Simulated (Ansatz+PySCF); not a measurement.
# doublet C₂H₅O: levels of theory in one basis

```xyz
8

C     1.0212   -0.5871    0.0000
C    -0.0164    0.6076    0.0000
O    -1.2765    0.0196    0.0000
H     0.1306    1.2236    0.8965
H     0.1306    1.2236   -0.8965
H     2.0358   -0.1830    0.0000
H     0.8857   -1.2057    0.8881
H     0.8857   -1.2057   -0.8881
```

Basis set: cc-pVTZ (spherical functions). Frozen core: 3 orbitals. Correlation on ROHF uses semicanonical orbitals with singles. Charge 0, multiplicity 2.

Computed with Ansatz (development build ahead of 0.2.0); each method stands on the lowest determinant of its kind that the runs found.

| method | E − E(ROHF) (eV) | <S²> of the determinant |
| --- | --- | --- |
| ROHF | 0.00 | 0.75 |
| UHF | -0.15 | 0.76 |
| ROHF-MP2 | -14.90 | – |
| UHF-MP2 | -14.89 | 0.76 |

Problem. What does ROHF-CCSD(T) give on the same scale?

Solution. -16.49 eV.

The restricted and unrestricted rows may stand on different electronic states: another unrestricted solution lies nearer the restricted one.

Caution for ROHF-MP2, UHF-MP2: forces differ strongly between restricted and unrestricted references.
